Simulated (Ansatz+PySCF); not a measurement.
Results of a calculation; reference values are marked as such.
## PySCF 2.14.0 run

```python
from pyscf import gto, scf, cc

mol = gto.M(atom="""
Al 0.000000 0.000000 0.000000
Na 0.000000 0.000000 3.600000
""", basis='6-31g', charge=-1, spin=1)
mf = scf.UHF(mol)
mf.kernel()
mycc = cc.CCSD(mf, frozen=10).run()
et = mycc.ccsd_t()
print(mf.e_tot, mycc.e_corr, et, mycc.e_tot + et)
```

The script is written out from the run's settings.

Output:

```json
{
 "Converged": "yes",
 "Reference energy": "-403.69555 hartree",
 "CCSD correlation energy": "-0.06088 hartree",
 "Triples correction": "-0.00172 hartree",
 "Total energy": "-403.75815 hartree",
 "Spin squared of the determinant": "0.763"
}
```

This is not the lowest solution: another run reaches a determinant 0.59 eV lower. Caution: no diffuse functions for an anion.
